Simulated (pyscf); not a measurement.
Structures and frequencies: ωB97X-D3(BJ)/def2-SVP in PySCF. Correlated levels are frozen-core, on RHF or UHF. ΔMP2 is the change of the MP2 total energy from the triple- to the quadruple-zeta basis.

Task: `[CH4]` + `[OH][GaH2]` -> `[CH3][GaH2]` + `[OH2]`
Surface: singlet. Broken: C–H, Ga–O. Formed: C–Ga, H–O. Give ΔE‡ and ΔE from CCSD(T)/def2-TZVPP, relative to the separated reactants.

Result: ΔE‡ = 32.4 kcal/mol, ΔE = +20.9 kcal/mol. CCSD(T)/def2-TZVPP + ΔMP2(QZVPP) gives 32.4 kcal/mol and +20.3 kcal/mol. Zero-point energy shifts the barrier by -0.8 kcal/mol. It is a four-centre exchange, with an imaginary mode of 1459i cm⁻¹. On the product side the descent ends in an adduct with a Ga–O contact, 14.6 kcal/mol under the separated species and 24.9 kcal/mol under the saddle at ωB97X-D3(BJ)/def2-TZVP. What is counted as broken (Ga–O) persists as a longer contact in the product adduct; parting that adduct is a step of its own. One saddle was located; it need not be the lowest between these sides. The CCSD(T) − MP2 part came from Ansatz, without density fitting, on the same reference. The frozen core leaves the outer d or s,p core shells of the metals and heavy elements correlated in the MP2 and CC values, and def2-TZVPP describes them poorly, which can shift differences by a few kcal/mol. Elements up to Kr have no core potential and no relativistic terms here.
